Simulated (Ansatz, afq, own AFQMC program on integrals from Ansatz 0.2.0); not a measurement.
AFQMC on a folder of integrals that Ansatz 0.2.0 wrote.

```yaml
crystal:
  periodic: [false, false, false]
  atoms:
    - {symbol: Al, position_ang: [0.000000, 0.000000, 0.105100]}
    - {symbol: C, position_ang: [0.000000, 0.000000, -1.811100]}
    - {symbol: H, position_ang: [0.000000, 0.000000, 1.706000]}
basis:
  gaussian: {orbitals: 6-31G}
magnetization: {spin_polarized: true, initial_magnetization: 2}
correlation: {method: ccsd_t, electrons: outside_noble_gas, hamiltonian_folder: ham}
```

```sh
$ ansatz run in.yaml --threads 1 --pin off --events-out ev --progress --plain --max-ram 16896MiB --backend cuda --devices 0, --max-vram 18GiB
```

Options of the walk:

```
--method free --trial cid --walkers 20 --time-step 0.01 --max-blocks 60 --target-error 0.00068 --factor-cut 1e-05 --seed 8541 --times 0.0,0.5,1.0,2.0,3.0,4.0 --taylor-order 6
```

Times are imaginary, in 1/Eh. The walk had a cap of 60 s.

afq prints:

```
orbitals 18  electrons 5 3  factors 103 of 297
reference energy -280.11894898 Eh
CCSD correlation -0.11567439 Eh in 15 cycles, weight of the determinant in the CISD state 0.8399
repeat  energy at the last time / Eh  error
    10  -280.241426  0.002400
    20  -280.244161  0.002628
    30  -280.242942  0.002068
    40  -280.242628  0.001657
    50  -280.242754  0.001416
    60  -280.243078  0.001272
time / (1/Eh)  energy / Eh  error  mean overlap
  0.00  -280.234454  0.000287  1.1228
  0.50  -280.238799  0.000329  1.1155
  1.00  -280.241199  0.000399  1.1223
  2.00  -280.243059  0.000664  1.1814
  3.00  -280.242769  0.000844  1.2287
  4.00  -280.243078  0.001272  1.2329
energy -280.243078 +/- 0.001272 Eh
```

The run passed its tests (error under three times the target), which doesn't prove that it has relaxed.

Against this walk (error 34.6 meV) on the same determinant: CCSD(T) 83.5 meV higher, CCSDT(Q) 9.8 meV higher (within the noise), CCSDTQ 15.5 meV higher (within the noise), full CI 14.7 meV higher (within the noise). The error is statistical, and a free projection of finite length keeps a remainder of its start. The determinant has ⟨S²⟩ = 2.11, so the low cluster orders mix in higher spin, and so can this walk.

Cautions: remainder of the start not in the error; start is not spin pure; error above the target (34.6 against 18.5 meV); lower spins were not checked; an unrestricted solution with more broken spin lies lower (253 meV, ⟨S²⟩ 2.74); strong correlation (T1 0.064, weight of the determinant 0.84, largest double 0.08); unrestricted determinant spin contaminated (⟨S²⟩ 2.11 against 2.00); so few walkers bias the energy.

The walk took 33 s on 1 × NVIDIA H100 80GB HBM3 with 2 threads of AMD EPYC 7R13 Processor (Zen 3) (shared host) (the card was shared). The log's last line is the free-projection energy.

CCSDT and higher add their correlation energy to the determinant of the CCSD(T) run, since their own runs factorise the integrals more tightly (a shift of under 2 meV). A walk keeps the symmetry of its determinant, which the program's search chose and which needn't be the lowest solution, so a lower state of the same spin and another symmetry isn't excluded.
